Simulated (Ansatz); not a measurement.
A short molecular-dynamics run on CH3NO2, SMILES `NC(=O)O`.

```yaml
crystal:
  periodic: [false, false, false]
  atoms:
    - {symbol: N, position_ang: [-0.437077, 0.865791, 0.284479]}
    - {symbol: C, position_ang: [0.194324, -0.320421, 0.167126]}
    - {symbol: O, position_ang: [0.624833, -0.982756, 1.078092]}
    - {symbol: O, position_ang: [0.291094, -0.686274, -1.130711]}
    - {symbol: H, position_ang: [-0.781898, 1.351912, -0.521099]}
    - {symbol: H, position_ang: [-0.581792, 1.237472, 1.203191]}
    - {symbol: H, position_ang: [0.751616, -1.533623, -1.126778]}
basis:
  gaussian: {orbitals: def2-SVP}
hamiltonian: {xc: {name: revPBE}, dispersion: d3bjatm}
md: {timestep: 1 fs, n_steps: 20, ensemble: nvt_langevin, temperature: 700, initial_velocities: maxwell_boltzmann, friction: 0.01, seed: 526}
```

```sh
$ ansatz run in.yaml --threads 2 --pin off --events-out ev --progress --plain --max-ram 4352MiB
```

```
step  time (fs)  potential energy (eV)  kinetic (eV)  T (K)  conserved (eV)
   0        0.0             -6664.0815        0.5429    600               –
   1        1.0             -6663.9994        0.4362    482               –
   2        2.0             -6663.8575        0.3007    332               –
   3        3.0             -6663.8066        0.2310    255               –
   4        4.0             -6663.8725        0.3098    342               –
   5        5.0             -6663.9786        0.4436    490               –
   6        6.0             -6663.9608        0.3715    411               –
   7        7.0             -6663.8075        0.2352    260               –
   8        8.0             -6663.8586        0.2689    297               –
   9        9.0             -6663.9733        0.3301    365               –
  10       10.0             -6663.9161        0.2856    316               –
  11       11.0             -6663.8077        0.2074    229               –
  12       12.0             -6663.7786        0.2021    223               –
  13       13.0             -6663.8382        0.2644    292               –
  14       14.0             -6663.8997        0.3356    371               –
  15       15.0             -6663.8165        0.2333    258               –
  16       16.0             -6663.6905        0.1409    156               –
  17       17.0             -6663.8245        0.2798    309               –
  18       18.0             -6663.9277        0.3037    336               –
  19       19.0             -6663.8495        0.2443    270               –
  20       20.0             -6663.7569        0.1763    195               –
```

Velocities are drawn at the set temperature; a run this short doesn't reach equilibrium.

Frames (Å, forces in eV/Å):

```xyz
7
time=0.0 fs
N    -0.437    0.866    0.284   -0.177    0.366   -0.015
C     0.194   -0.320    0.167   -0.072    0.082   -0.336
O     0.625   -0.983    1.078    0.592   -0.901    1.315
O     0.291   -0.686   -1.131   -0.265    0.330   -1.087
H    -0.782    1.352   -0.521   -0.267    0.396   -0.524
H    -0.582    1.237    1.203   -0.114    0.279    0.606
H     0.752   -1.534   -1.127    0.303   -0.552    0.042
7
time=1.0 fs
N    -0.432    0.867    0.280   -0.053    0.021   -0.167
C     0.192   -0.326    0.171   -0.113    0.279   -0.873
O     0.622   -0.983    1.082    0.630   -1.001    1.439
O     0.288   -0.680   -1.134    1.052   -2.237   -1.009
H    -0.794    1.370   -0.503   -0.271    0.393   -0.728
H    -0.530    1.235    1.192   -0.215    0.589    1.242
H     0.771   -1.594   -1.133   -1.030    1.956    0.096
7
time=2.0 fs
N    -0.427    0.867    0.274   -0.187    0.282    0.235
C     0.191   -0.331    0.175   -0.201    0.498   -1.435
O     0.620   -0.983    1.087    0.694   -1.124    1.573
O     0.285   -0.676   -1.137    1.635   -3.451   -0.840
H    -0.809    1.389   -0.492   -0.137    0.190   -0.596
H    -0.485    1.240    1.195   -0.202    0.526    0.965
H     0.783   -1.636   -1.134   -1.602    3.079    0.098
7
time=3.0 fs
N    -0.421    0.867    0.269   -0.421    0.949    1.022
C     0.190   -0.336    0.179   -0.260    0.650   -1.852
O     0.618   -0.983    1.092    0.716   -1.172    1.591
O     0.282   -0.674   -1.140    1.779   -3.789   -0.611
H    -0.827    1.408   -0.486    0.088   -0.135   -0.298
H    -0.447    1.251    1.208   -0.184    0.192    0.091
H     0.783   -1.648   -1.135   -1.718    3.305    0.056
7
time=4.0 fs
N    -0.415    0.868    0.263   -0.603    1.624    1.756
C     0.189   -0.339    0.181   -0.244    0.675   -1.993
O     0.617   -0.984    1.098    0.648   -1.077    1.382
O     0.280   -0.675   -1.145    1.554   -3.372   -0.345
H    -0.844    1.423   -0.484    0.321   -0.451    0.012
H    -0.412    1.264    1.222   -0.219   -0.167   -0.801
H     0.768   -1.625   -1.137   -1.456    2.767   -0.010
7
time=5.0 fs
N    -0.408    0.871    0.259   -0.627    1.895    2.083
C     0.189   -0.341    0.182   -0.194    0.645   -1.867
O     0.617   -0.985    1.106    0.487   -0.836    0.927
O     0.279   -0.677   -1.151    0.801   -1.915   -0.022
H    -0.861    1.432   -0.481    0.494   -0.657    0.223
H    -0.379    1.272    1.230   -0.299   -0.326   -1.248
H     0.739   -1.578   -1.142   -0.663    1.194   -0.096
7
time=6.0 fs
N    -0.402    0.875    0.256   -0.537    1.783    2.041
C     0.188   -0.343    0.181   -0.101    0.575   -1.532
O     0.616   -0.986    1.116    0.261   -0.503    0.301
O     0.278   -0.681   -1.157   -0.657    0.952    0.312
H    -0.874    1.436   -0.476    0.571   -0.730    0.283
H    -0.348    1.277    1.226   -0.369   -0.301   -1.227
H     0.703   -1.522   -1.147    0.832   -1.776   -0.178
7
time=7.0 fs
N    -0.398    0.879    0.256   -0.338    1.384    1.895
C     0.187   -0.345    0.179    0.043    0.434   -1.066
O     0.615   -0.988    1.126    0.014   -0.145   -0.385
O     0.277   -0.682   -1.164   -2.076    3.815    0.594
H    -0.883    1.431   -0.466    0.488   -0.608    0.110
H    -0.325    1.281    1.215   -0.398   -0.180   -0.924
H     0.677   -1.485   -1.153    2.268   -4.700   -0.224
7
time=8.0 fs
N    -0.393    0.883    0.257   -0.022    0.626    1.563
C     0.186   -0.346    0.178    0.242    0.171   -0.553
O     0.614   -0.991    1.136   -0.233    0.225   -1.063
O     0.275   -0.682   -1.170   -1.724    3.162    0.809
H    -0.886    1.418   -0.453    0.209   -0.272   -0.310
H    -0.309    1.281    1.197   -0.370    0.110   -0.228
H     0.675   -1.495   -1.160    1.898   -4.021   -0.218
7
time=9.0 fs
N    -0.388    0.888    0.260    0.286   -0.262    1.014
C     0.185   -0.346    0.176    0.431   -0.090   -0.083
O     0.611   -0.993    1.146   -0.426    0.518   -1.614
O     0.272   -0.678   -1.175   -0.239    0.141    0.920
H    -0.883    1.401   -0.444   -0.132    0.115   -0.771
H    -0.299    1.282    1.177   -0.294    0.500    0.692
H     0.691   -1.542   -1.169    0.373   -0.921   -0.159
7
time=10.0 fs
N    -0.383    0.892    0.263    0.428   -0.787    0.535
C     0.185   -0.347    0.174    0.572   -0.283    0.326
O     0.608   -0.996    1.154   -0.554    0.719   -2.024
O     0.270   -0.675   -1.179    0.866   -2.180    0.949
H    -0.881    1.388   -0.443   -0.302    0.310   -0.969
H    -0.293    1.289    1.165   -0.229    0.714    1.233
H     0.707   -1.598   -1.180   -0.781    1.508   -0.049
7
time=11.0 fs
N    -0.377    0.897    0.266    0.330   -0.736    0.256
C     0.184   -0.348    0.173    0.675   -0.409    0.661
O     0.604   -0.999    1.160   -0.646    0.867   -2.349
O     0.268   -0.674   -1.184    1.351   -3.282    1.029
H    -0.882    1.379   -0.451   -0.178    0.221   -0.730
H    -0.289    1.303    1.167   -0.225    0.630    1.106
H     0.714   -1.642   -1.188   -1.307    2.709    0.027
7
time=12.0 fs
N    -0.372    0.901    0.269    0.114   -0.265    0.330
C     0.184   -0.349    0.174    0.683   -0.378    0.829
O     0.599   -1.002    1.166   -0.684    0.937   -2.562
O     0.267   -0.673   -1.190    1.407   -3.501    1.234
H    -0.884    1.373   -0.469    0.144   -0.030   -0.190
H    -0.286    1.323    1.182   -0.288    0.263    0.342
H     0.705   -1.657   -1.190   -1.377    2.973    0.017
7
time=13.0 fs
N    -0.367    0.904    0.272   -0.112    0.233    0.428
C     0.185   -0.351    0.176    0.613   -0.208    0.870
O     0.594   -1.004    1.171   -0.684    0.942   -2.689
O     0.267   -0.674   -1.197    1.103   -2.890    1.524
H    -0.885    1.370   -0.490    0.490   -0.292    0.388
H    -0.285    1.345    1.198   -0.348   -0.145   -0.467
H     0.681   -1.639   -1.191   -1.062    2.360   -0.054
7
time=14.0 fs
N    -0.363    0.907    0.274   -0.281    0.486    0.316
C     0.186   -0.353    0.179    0.499    0.052    0.857
O     0.590   -1.006    1.175   -0.661    0.901   -2.751
O     0.265   -0.676   -1.203    0.306   -1.038    1.819
H    -0.883    1.365   -0.510    0.738   -0.464    0.831
H    -0.287    1.363    1.207   -0.366   -0.397   -0.914
H     0.645   -1.592   -1.190   -0.236    0.460   -0.158
7
time=15.0 fs
N    -0.358    0.911    0.276   -0.309    0.348    0.027
C     0.187   -0.355    0.182    0.381    0.352    0.763
O     0.587   -1.007    1.177   -0.608    0.791   -2.694
O     0.266   -0.679   -1.208   -1.003    2.225    2.021
H    -0.874    1.355   -0.525    0.797   -0.463    1.015
H    -0.293    1.374    1.207   -0.346   -0.421   -0.924
H     0.607   -1.541   -1.194    1.087   -2.832   -0.209
7
time=16.0 fs
N    -0.352    0.915    0.278   -0.190   -0.181   -0.436
C     0.188   -0.358    0.185    0.276    0.635    0.568
O     0.585   -1.006    1.176   -0.514    0.598   -2.491
O     0.266   -0.680   -1.211   -1.913    4.747    2.157
H    -0.861    1.338   -0.529    0.653   -0.288    0.866
H    -0.304    1.377    1.195   -0.290   -0.198   -0.430
H     0.580   -1.515   -1.208    1.978   -5.313   -0.234
7
time=17.0 fs
N    -0.346    0.918    0.280    0.087   -0.942   -0.872
C     0.190   -0.360    0.190    0.150    0.894    0.195
O     0.582   -1.005    1.175   -0.360    0.314   -2.103
O     0.266   -0.678   -1.211   -1.213    3.036    2.191
H    -0.846    1.318   -0.524    0.332    0.018    0.416
H    -0.318    1.374    1.178   -0.239    0.187    0.367
H     0.573   -1.541   -1.226    1.244   -3.507   -0.194
7
time=18.0 fs
N    -0.340    0.921    0.281    0.412   -1.552   -1.014
C     0.193   -0.362    0.195    0.028    1.123   -0.227
O     0.579   -1.003    1.173   -0.194    0.000   -1.647
O     0.266   -0.673   -1.211   -0.008   -0.385    2.000
H    -0.831    1.301   -0.518   -0.022    0.316   -0.103
H    -0.335    1.371    1.168   -0.219    0.472    0.967
H     0.578   -1.601   -1.249    0.003    0.026    0.025
7
time=19.0 fs
N    -0.334    0.922    0.282    0.566   -1.610   -0.747
C     0.194   -0.364    0.200   -0.091    1.303   -0.641
O     0.577   -1.001    1.172   -0.029   -0.310   -1.184
O     0.266   -0.668   -1.209    0.657   -2.506    1.728
H    -0.818    1.294   -0.515   -0.214    0.453   -0.395
H    -0.353    1.372    1.169   -0.204    0.428    0.950
H     0.579   -1.658   -1.272   -0.684    2.242    0.289
7
time=20.0 fs
N    -0.328    0.921    0.283    0.459   -1.093   -0.188
C     0.198   -0.364    0.205   -0.249    1.442   -1.052
O     0.574   -1.000    1.170    0.146   -0.608   -0.717
O     0.266   -0.666   -1.206    0.892   -3.411    1.496
H    -0.809    1.297   -0.517   -0.191    0.395   -0.375
H    -0.377    1.379    1.180   -0.144    0.068    0.360
H     0.571   -1.695   -1.288   -0.912    3.206    0.476
```

It took 18 s on 2 threads of an Arm Neoverse V1 on a shared host, with 0.32 GiB of host memory at the peak.
